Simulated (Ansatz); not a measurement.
# Cadmium, hcp: convergence with Methfessel-Paxton smearing

Computed with Ansatz, PBE, scalar-relativistic PAW, on the relaxed cell (a = 3.001 Å, c = 5.926 Å (c/a = 1.975); spin not included). Errors count from a run at 420 eV on a Γ-centred 20×20×9 mesh with Fermi-Dirac smearing of 0.1 eV, extrapolated to zero width. Fixed here: cutoff 420 eV, mesh 12×12×6. The SCF starts from atomic densities corrected by a trained network.

```
width (eV)  E(σ→0) error (meV/atom)  F error (meV/atom)  P (GPa)  SCF iterations
      0.01                     -5.6                -5.6    -0.09               5
      0.03                     -5.6                -5.7    -0.07               6
       0.1                     -5.9                -5.9    -0.06               5
       0.2                     -6.1                -6.3    -0.06               5
       0.3                     -6.6                -6.2    -0.09               5
       0.6                     -5.0                -2.8    -0.05               5
```

Problem. What does the run at 1.0 give (width)?

Solution. E(σ→0) error (meV/atom): -0.3; F error (meV/atom): 4.1; P (GPa): 0.09; SCF iterations: 5.
